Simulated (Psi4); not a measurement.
**doublet [SF2]+: levels of theory compared**

Wanted: a comparison of 4 runs (U-wB97M-V/def2-TZVP, UCAM-B3LYP/def2-TZVP, UM06-2X/def2-TZVP, UPBE0/def2-TZVP) of doublet [SF2]+. 

The calculation is run with Psi4 1.11.

**1. The structure to begin with**

[SF2]+: 3 atoms, total charge +1, spin state doublet. SMILES of the parent species: `FSF`. The shape is that of a PBE0-D4/def2-TZVP optimisation. That shape belongs to the parent species and isn't relaxed for this state.

Bond lengths: F1–S2 1.590 Å, S2–F3 1.590 Å. Angles: F1–S2–F3 98.6°.

**2. A single-point energy at U-wB97M-V/def2-TZVP (run 1)**

Input file f2s.xyz:

```xyz
3
F2S
F      0.440140     1.116450     0.365400
S     -0.601990     0.126530    -0.315250
F      0.161840    -1.242970    -0.050150
```

Input file run_ase.py:

```python
import numpy as np
from ase.calculators.psi4 import Psi4
from ase.io import read

a = read('f2s.xyz')
calc = Psi4(atoms=a, method='wb97m-v', basis='def2-TZVP', memory='2200MB', num_threads=1, charge=1, multiplicity=2, label='f2s', reference='uks')
calc.psi4.set_options({'puream': True, 'e_convergence': 1e-09, 'd_convergence': 1e-08, 'scf_type': 'pk', 'dft_radial_points': 99, 'dft_spherical_points': 590, 'maxiter': 100})
a.calc = calc

print(f'energy: {a.get_potential_energy():.6f} eV')
```

The run is started by

```console
$ python run_ase.py
```

f2s.dat:

```text
[...]
  Running in c1 symmetry.
[...]
  Nuclear repulsion =  113.601141047721853
[...]
  Multiplicity = 2
[...]
  Nalpha       = 17
  Nbeta        = 16
[...]
    Number of basis functions: 99
[...]
   @UKS iter   1:  -597.40096525944136    1.45429e-01   4.70151e-03 ADIIS/DIIS
[...]
   @UKS iter  13:  -597.49246957693151   -6.02540e-12   3.77820e-09 DIIS
[...]
   @S^2 Observed:                7.525243117E-01
[...]
    Orbital Energies [Eh]
    ---------------------
    Alpha Occupied:
       1A    -89.736724     2A    -25.278227     3A    -25.278222
       4A     -8.640860     5A     -6.552288     6A     -6.551134
       7A     -6.546741     8A     -1.723796     9A     -1.678886
      10A     -1.206654    11A     -0.992518    12A     -0.957387
      13A     -0.953139    14A     -0.893074    15A     -0.862739
      16A     -0.857538    17A     -0.713908
    Alpha Virtual:
      18A     -0.296289    19A     -0.257692    20A      0.048685
      21A      0.055350    22A      0.073027    23A      0.098203
      24A      0.107257    25A      0.111687    26A      0.161768
[...]
  @UKS Final Energy:  -597.49246957693151
   => Energetics <=
    Nuclear Repulsion Energy =            113.6011410477218533
    One-Electron Energy =               -1042.2829051337489545
    Two-Electron Energy =                 366.0936107696352906
    DFT Exchange-Correlation Energy =     -35.0437421854483304
    Empirical Dispersion Energy =           0.0000000000000000
    VV10 Nonlocal Energy =                  0.1394259249085164
    Total Energy =                       -597.4924695769315122
[...]
 Multipole Moments:
 ------------------------------------------------------------------------------------
     Multipole            Electronic (a.u.)      Nuclear  (a.u.)        Total (a.u.)
 ------------------------------------------------------------------------------------
 L = 1.  Multiply by 2.5417464519 to convert [e a0] to [Debye]
 Dipole X            :         -0.1157628           -0.7914226           -0.9071855
 Dipole Y            :          0.0243246            0.1663427            0.1906673
 Dipole Z            :         -0.0606237           -0.4144543           -0.4750781
 Magnitude           :                                                    1.0416519
[...]
```

On the terminal:

```text
energy: -16258.598236 eV
```

It took 1.9 min on 1 thread of Intel Xeon at 2.50GHz (Skylake/Cascade Lake), shared host; peak memory 0.99 GiB.

**3. Energy and forces at UCAM-B3LYP/def2-TZVP (run 2)**

f2s.xyz is that of step 2.

Input file job.py:

```python
import psi4

psi4.set_memory('2200 MB')
psi4.set_num_threads(1)
psi4.core.set_output_file('run.log', False)

with open('f2s.xyz') as f:
    atoms = ''.join(f.readlines()[2:])
mol = psi4.geometry('1 2\n' + atoms + 'symmetry c1\nno_reorient\nno_com')

options = {'basis': 'def2-TZVP', 'reference': 'uks', 'puream': True, 'e_convergence': 1e-09, 'd_convergence': 1e-08, 'scf_type': 'pk', 'dft_radial_points': 99, 'dft_spherical_points': 590, 'maxiter': 100}
psi4.set_options(options)

energy_value = psi4.gradient('cam-b3lyp')
print('gradient / Eh bohr^-1')
print(energy_value.np.round(6))
```

The run is started by

```console
$ python job.py
```

run.log:

```text
[...]
  Running in c1 symmetry.
[...]
  Nuclear repulsion =  113.601141047721853
[...]
  Multiplicity = 2
[...]
  Nalpha       = 17
  Nbeta        = 16
[...]
    Number of basis functions: 99
[...]
   @UKS iter   1:  -597.43777173763385    1.92296e-01   4.80896e-03 DIIS/ADIIS
[...]
   @UKS iter  13:  -597.52287822056633   -4.77485e-12   4.33291e-09 DIIS
[...]
   @S^2 Observed:                7.552608344E-01
[...]
    Orbital Energies [Eh]
    ---------------------
    Alpha Occupied:
       1A    -89.484948     2A    -25.134253     3A    -25.134245
       4A     -8.537732     5A     -6.502302     6A     -6.501871
       7A     -6.497438     8A     -1.677224     9A     -1.629770
      10A     -1.169287    11A     -0.958182    12A     -0.921922
      13A     -0.921271    14A     -0.858602    15A     -0.828158
      16A     -0.826168    17A     -0.692482
    Alpha Virtual:
      18A     -0.338564    19A     -0.303115    20A      0.013662
      21A      0.026437    22A      0.045898    23A      0.056603
      24A      0.066880    25A      0.073570    26A      0.123784
[...]
  @UKS Final Energy:  -597.52287822056633
   => Energetics <=
    Nuclear Repulsion Energy =            113.6011410477218533
    One-Electron Energy =               -1042.4027828769412736
    Two-Electron Energy =                 366.2833016205049717
    DFT Exchange-Correlation Energy =     -35.0045380118518423
    Empirical Dispersion Energy =           0.0000000000000000
    VV10 Nonlocal Energy =                  0.0000000000000000
    Total Energy =                       -597.5228782205663265
[...]
 Multipole Moments:
 ------------------------------------------------------------------------------------
     Multipole            Electronic (a.u.)      Nuclear  (a.u.)        Total (a.u.)
 ------------------------------------------------------------------------------------
 L = 1.  Multiply by 2.5417464519 to convert [e a0] to [Debye]
 Dipole X            :          6.8306405           -7.9633437           -1.1327031
 Dipole Y            :         -1.4358473            1.6739194            0.2380721
 Dipole Z            :          3.5769787           -4.1701531           -0.5931745
 Magnitude           :                                                    1.3005963
[...]
  -Total Gradient:
     Atom            X                  Y                   Z
    ------   -----------------  -----------------  -----------------
       1        0.041701555158     0.034777238400     0.026697145331
       2       -0.073321815427     0.015409194011    -0.038397557868
       3        0.031677127761    -0.050198379042     0.011730193716
[...]
```

The script printed:

```text
gradient / Eh bohr^-1
[[ 0.041702  0.034777  0.026697]
 [-0.073322  0.015409 -0.038398]
 [ 0.031677 -0.050198  0.01173 ]]
```

It took 67 s on 1 thread of Intel Xeon at 2.50GHz (Skylake/Cascade Lake), shared host; peak memory 0.87 GiB.

Run 3 isn't shown in full; the table further down has it.

**4. Energy and forces at UPBE0/def2-TZVP (run 4)**

Input file f2s.inp:

```
memory 2200 MB

molecule mol {
  1 2
  F      0.440140     1.116450     0.365400
  S     -0.601990     0.126530    -0.315250
  F      0.161840    -1.242970    -0.050150
  symmetry c1
}

set {
  reference uks
  puream true
  e_convergence 1e-09
  d_convergence 1e-08
  scf_type pk
  dft_radial_points 99
  dft_spherical_points 590
  maxiter 100
}

e_tot, wfn = gradient('pbe0/def2-TZVP', return_wfn=True)
print_variables()
```

The run is started by

```console
$ psi4 -i f2s.inp -o f2s.out -n 1
```

f2s.out:

```text
[...]
  Running in c1 symmetry.
[...]
  Nuclear repulsion =  113.601141047721853
[...]
  Multiplicity = 2
[...]
  Nalpha       = 17
  Nbeta        = 16
[...]
    Number of basis functions: 99
[...]
   @UKS iter   1:  -597.15897592220199    2.38218e-01   4.47826e-03 DIIS/ADIIS
[...]
   @UKS iter  12:  -597.22945231596100   -1.37561e-11   6.11545e-09 DIIS
[...]
   @S^2 Observed:                7.559237431E-01
[...]
    Orbital Energies [Eh]
    ---------------------
    Alpha Occupied:
       1A    -89.570997     2A    -25.150239     3A    -25.150232
       4A     -8.526462     5A     -6.463766     6A     -6.462964
       7A     -6.458279     8A     -1.626516     9A     -1.580775
      10A     -1.110545    11A     -0.904515    12A     -0.864198
      13A     -0.863482    14A     -0.801971    15A     -0.772320
      16A     -0.771782    17A     -0.638931
    Alpha Virtual:
      18A     -0.384129    19A     -0.349131    20A     -0.028271
      21A     -0.007088    22A      0.003356    23A      0.017661
      24A      0.023387    25A      0.031706    26A      0.077785
[...]
  @UKS Final Energy:  -597.22945231596100
   => Energetics <=
    Nuclear Repulsion Energy =            113.6011410477218533
    One-Electron Energy =               -1042.4442167777106079
    Two-Electron Energy =                 366.3200146921241185
    DFT Exchange-Correlation Energy =     -34.7063912780963548
    Empirical Dispersion Energy =           0.0000000000000000
    VV10 Nonlocal Energy =                  0.0000000000000000
    Total Energy =                       -597.2294523159609980
[...]
 Multipole Moments:
 ------------------------------------------------------------------------------------
     Multipole            Electronic (a.u.)      Nuclear  (a.u.)        Total (a.u.)
 ------------------------------------------------------------------------------------
 L = 1.  Multiply by 2.5417464519 to convert [e a0] to [Debye]
 Dipole X            :         -0.1046351           -0.8932284           -0.9978635
 Dipole Y            :          0.0195724            0.1671378            0.1867102
 Dipole Z            :          0.0000000            0.0000000            0.0000000
 Magnitude           :                                                    1.0151809
[...]
  -Total Gradient:
     Atom            X                  Y                   Z
    ------   -----------------  -----------------  -----------------
       1        0.049571565195     0.034653632496    -0.000000000000
       2       -0.083188287953     0.015564156766     0.000000000000
       3        0.033686480953    -0.050230835744    -0.000000000000
[...]
```

Wall time 36 s (1 thread of Intel Xeon at 2.50GHz (Skylake/Cascade Lake), shared host); peak memory 0.78 GiB.

**5. The series**

```
run                 level      task  energy (Eh)  HOMO energy (eV)  LUMO energy (eV)   ⟨S²⟩  wall time
  1   U-wB97M-V/def2-TZVP    energy  -597.492470            -19.43            -10.88  0.753    1.9 min
  2  UCAM-B3LYP/def2-TZVP  gradient  -597.522878            -18.84            -11.87  0.755       67 s
  3     UM06-2X/def2-TZVP  gradient  -597.459475            -18.78            -12.19  0.754       73 s
  4       UPBE0/def2-TZVP  gradient  -597.229452            -17.39            -12.99  0.756       36 s
```

**6. Outcome**

| quantity | value |
| --- | --- |
| run 4: total energy | -597.22945 Eh |
| run 4: HOMO energy (highest over α and β) | -17.39 eV |
| run 4: LUMO energy (lowest over α and β) | -12.99 eV |
| run 4: ⟨S²⟩ | 0.756 |
| run 4: largest force on an atom | 4.352 eV/Å |

Totals of different functionals can't be ranked against each other. All runs together took 4.8 min, the longest 1.9 min.
